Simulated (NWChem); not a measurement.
Program: NWChem. System: disulfur (S₂), charge 0, spin multiplicity 3, at a geometry optimised with UPBE0/def2-SVP. Its SCF solution wasn't tested for a lower state. Level: ROCCSD(T)/def2-TZVP, 10 core orbitals frozen.

NWChem printed:

```
             Northwest Computational Chemistry Package (NWChem) 7.3.0
             --------------------------------------------------------

                                NWChem Input Module
                                -------------------

 Scaling coordinates for geometry "geometry" by  1.889725989
 (inverse scale =  0.529177249)

 Turning off AUTOSYM since
 SYMMETRY directive was detected!

                             Geometry "geometry" -> ""
                             -------------------------

 Output coordinates in angstroms (scale by  1.889725989 to convert to a.u.)

  No.       Tag          Charge          X              Y              Z
 ---- ---------------- ---------- -------------- -------------- --------------
    1 S                   16.0000     0.00000000     0.00000000     0.95197100
    2 S                   16.0000     0.00000000     0.00000000    -0.95197100

 Effective nuclear repulsion energy (a.u.)      71.1520496653

            Nuclear Dipole moment (a.u.)
            ----------------------------
        X                 Y               Z
 ---------------- ---------------- ----------------
     0.0000000000     0.0000000000     0.0000000000

      Symmetry information
      --------------------

 Group name             D2h
 Group number             26
 Group order               8
 No. of unique centers     1

      Symmetry unique atoms

     1


 Summary of "ao basis" -> "" (spherical)
 ------------------------------------------------------------------------------
       Tag                 Description            Shells   Functions and Types
 ---------------- ------------------------------  ------  ---------------------
 *                         def2-tzvp                  on all atoms

 Summary of "ao basis" -> "ao basis" (spherical)
 ------------------------------------------------------------------------------
       Tag                 Description            Shells   Functions and Types
 ---------------- ------------------------------  ------  ---------------------
 S                         def2-tzvp                13       37   5s5p2d1f

                                 NWChem SCF Module
                                 -----------------

  ao basis        = "ao basis"
  functions       =    74
  atoms           =     2
  closed shells   =    15
  open shells     =     2
  charge          =   0.00
  wavefunction    = ROHF
  use symmetry    = T
  symmetry adapt  = T

 Summary of "ao basis" -> "ao basis" (spherical)
 ------------------------------------------------------------------------------
       Tag                 Description            Shells   Functions and Types
 ---------------- ------------------------------  ------  ---------------------
 S                         def2-tzvp                13       37   5s5p2d1f

      Symmetry analysis of basis
      --------------------------

        ag         16
        au          3
        b1g         3
        b1u        16
        b2g         9
        b2u         9
        b3g         9
        b3u         9

 Forming initial guess at       0.1s

      Symmetry analysis of molecular orbitals - initial
      -------------------------------------------------

  Numbering of irreducible representations:

     1 ag          2 au          3 b1g         4 b1u         5 b2g
     6 b2u         7 b3g         8 b3u

  Orbital symmetries:

     1 b1u         2 ag          3 ag          4 b1u         5 b3u
     6 b2u         7 b3g         8 b2g         9 ag         10 b1u
    11 ag         12 b1u        13 ag         14 b3u        15 b2u
    16 b3g        17 b2g        18 b1u        19 ag         20 b2u
    21 b3u        22 b1u        23 ag         24 b1g        25 b3u
    26 b2u        27 b2g

 Starting SCF solution at       0.1s

 ----------------------------------------------
         Quadratically convergent ROHF

 Convergence threshold     :          1.000E-07
 Maximum no. of iterations :          100
 Final Fock-matrix accuracy:          1.000E-09
 ----------------------------------------------

              iter       energy          gnorm     gmax       time
             ----- ------------------- --------- --------- --------
                 1     -795.0523799304  1.08D+00  4.85D-01      0.5
[...]
              MO Center= -6.0D-21, -6.0D-21, -1.5D-16, r^2= 5.3D+00
   Bfn.  Coefficient  Atom+Function         Bfn.  Coefficient  Atom+Function
  ----- ------------  ---------------      ----- ------------  ---------------
     5      1.427936  1 S  s                 42     -1.427936  2 S  s
    20     -1.281393  1 S  pz                57     -1.281393  2 S  pz
    17     -0.359571  1 S  pz                54     -0.359571  2 S  pz

 Vector   19  Occ=0.000000D+00  E= 3.141804D-01  Symmetry=ag
              MO Center= -2.8D-15,  5.7D-16,  9.0D-14, r^2= 4.6D+00
   Bfn.  Coefficient  Atom+Function         Bfn.  Coefficient  Atom+Function
  ----- ------------  ---------------      ----- ------------  ---------------
    20      0.859779  1 S  pz                57     -0.859779  2 S  pz
    17     -0.517127  1 S  pz                54      0.517127  2 S  pz
     4      0.216812  1 S  s                 41      0.216812  2 S  s
    28      0.187070  1 S  d  0              65      0.187070  2 S  d  0

 Vector   20  Occ=0.000000D+00  E= 3.603439D-01  Symmetry=b3u
              MO Center=  7.2D-16, -9.0D-16, -1.6D-17, r^2= 4.4D+00
   Bfn.  Coefficient  Atom+Function         Bfn.  Coefficient  Atom+Function
  ----- ------------  ---------------      ----- ------------  ---------------
    18      0.713605  1 S  px                55      0.713605  2 S  px
    15     -0.599756  1 S  px                52     -0.599756  2 S  px
    29     -0.306783  1 S  d  1              66      0.306783  2 S  d  1

 center of mass
 --------------
 x =   0.00000000 y =   0.00000000 z =   0.00000000

 moments of inertia (a.u.)
 ------------------
         206.940674176105           0.000000000000           0.000000000000
           0.000000000000         206.940674176105           0.000000000000
           0.000000000000           0.000000000000           0.000000000000

  Mulliken analysis of the total density
  --------------------------------------

    Atom       Charge   Shell Charges
 -----------   ------   -------------------------------------------------------
    1 S   16    16.00   2.01  0.49  1.48  1.10  0.81  4.17  1.70  0.84  2.23  1.04  0.03  0.09  0.01
    2 S   16    16.00   2.01  0.49  1.48  1.10  0.81  4.17  1.70  0.84  2.23  1.04  0.03  0.09  0.01

 Mulliken analysis of the open-shell density
 -------------------------------------------

    Atom       Charge   Shell Charges
 -----------   ------   -------------------------------------------------------
    1 S   16     1.00   0.00  0.00 -0.00  0.00  0.00  0.03 -0.02  0.18  0.52  0.27  0.00  0.02  0.00
    2 S   16     1.00   0.00  0.00 -0.00  0.00  0.00  0.03 -0.02  0.18  0.52  0.27  0.00  0.02  0.00

       Multipole analysis of the density wrt the origin
       ------------------------------------------------

     L   x y z        total         open         nuclear
     -   - - -        -----         ----         -------
     0   0 0 0     -0.000000     -2.000000     32.000000

     1   1 0 0      0.000000      0.000000      0.000000
     1   0 1 0     -0.000000      0.000000      0.000000
     1   0 0 1      0.000000     -0.000000      0.000000

     2   2 0 0    -19.452947     -3.908247      0.000000
     2   1 1 0      0.000000     -0.000000      0.000000
     2   1 0 1     -0.000000     -0.000000      0.000000
     2   0 2 0    -19.452947     -3.908247      0.000000
     2   0 1 1      0.000000      0.000000      0.000000
     2   0 0 2    -17.845791    -10.873871    103.560726

                   NWChem Extensible Many-Electron Theory Module
                   ---------------------------------------------


            General Information
            -------------------
      Number of processors :     1
         Wavefunction type : Restricted open-shell Hartree-Fock
          No. of electrons :    32
           Alpha electrons :    17
            Beta electrons :    15
           No. of orbitals :   148
            Alpha orbitals :    74
             Beta orbitals :    74
        Alpha frozen cores :    10
         Beta frozen cores :    10
     Alpha frozen virtuals :     0
      Beta frozen virtuals :     0
         Spin multiplicity : triplet
    Number of AO functions :    74
       Number of AO shells :    26
        Use of symmetry is : on
      Symmetry adaption is : on
         Schwarz screening : 0.10D-09

          Correlation Information
          -----------------------
          Calculation type : Coupled-cluster singles & doubles w/ perturbation
   Perturbative correction : (T)
            Max iterations :      100
        Residual threshold : 0.10D-05
     T(0) DIIS level shift : 0.00D+00
     L(0) DIIS level shift : 0.00D+00
     T(1) DIIS level shift : 0.00D+00
     L(1) DIIS level shift : 0.00D+00
     T(R) DIIS level shift : 0.00D+00
     T(I) DIIS level shift : 0.00D+00
   CC-T/L Amplitude update :  5-th order DIIS
                I/O scheme : Global Array Library
        L-threshold :  0.10D-05
        EOM-threshold :  0.10D-05
 no EOMCCSD initial starts read in
 TCE RESTART OPTIONS
 SLICE:      F
 D4D5:       F
 quantumc:   F
 qrotation:  F
 pwtce:      F
 qducc:      F
 nacto:                         0
 nrotv:                         0
 nrot:                          0

            Memory Information
            ------------------
          Available GA space size is     249025848 doubles
          Available MA space size is     104852796 doubles

 Maximum block size supplied by input
 Maximum block size        24 doubles

 tile_dim =     12

 -------------------------------------------------

 Global array virtual files algorithm will be used

 Parallel file system coherency ......... OK

 4-electron integrals stored in orbital form

 v2    file size   =           442403
 4-index algorithm nr.  13 is used
 imaxsize =       30
 imaxsize ichop =        0


CCSD iterations
 ---------------------------------------------------------
 Iter          Residuum       Correlation     Cpu    Wall
 ---------------------------------------------------------
    1   0.1824226146901  -0.3492391412392     1.2     1.2
    2   0.0525473105803  -0.3335010268691     1.2     1.2
    3   0.0273965311193  -0.3531200018463     1.3     1.3
    4   0.0105119787281  -0.3477967723638     1.4     1.4
    5   0.0061887422918  -0.3512254929521     1.2     1.2
    6   0.0010685754731  -0.3504678956186     1.1     1.1
    7   0.0004124365049  -0.3505000444997     1.1     1.1
    8   0.0001878055977  -0.3504860612523     1.1     1.1
    9   0.0000921324442  -0.3504897440308     1.1     1.1
   10   0.0000470041564  -0.3504891278137     1.1     1.1
   11   0.0000057862376  -0.3504901287690     1.2     1.2
   12   0.0000017838219  -0.3504905522857     1.1     1.1
   13   0.0000008076910  -0.3504907821860     1.1     1.1
 -----------------------------------------------------------------
 Iterations converged
 CCSD correlation energy / hartree =        -0.350490782185976
 CCSD total energy / hartree       =      -795.419995715544928

 Singles contributions

 Doubles contributions
 CCSD(T)
 Using plain CCSD(T) code
             total no. of tasks         8440
 total no. of tasks / no. procs         8440
                         wl_min            2           1.1
                         wl_max        12672           4.8
        thresh for no. of tasks         8440

 CCSD[T]  correction energy / hartree =        -0.021051389883284
 CCSD[T] correlation energy / hartree =        -0.371542172069260
 CCSD[T] total energy / hartree       =      -795.441047105428197
 CCSD(T)  correction energy / hartree =        -0.021138454917092
 CCSD(T) correlation energy / hartree =        -0.371629237103068
 CCSD(T) total energy / hartree       =      -795.441134170461964

 Task  times  cpu:       29.1s     wall:       29.1s

 Total times  cpu:       29.1s     wall:       29.1s
```

### Question
Write an NWChem input that would produce this output.

### Answer
Several could match; the one computed here: 
```
start mol
memory heap 100 mb stack 700 mb global 1900 mb
geometry units angstroms nocenter noautoz
  S      0.000000     0.000000     0.951971
  S      0.000000     0.000000    -0.951971
  symmetry group D2h
end
basis spherical
  * library def2-tzvp
end
scf
  rohf
  nopen 2
  maxiter 100
  thresh 1e-7
  semidirect memsize 60000000 filesize 0
  # guess.movecs holds the orbitals of an unrestricted PBE0 run
  vectors input guess.movecs output mol.movecs
end
tce
  freeze core 10
  ccsd(t)
  2eorb
  2emet 13
  thresh 1e-6
  maxiter 100
  tilesize 24
end
task tce energy
```
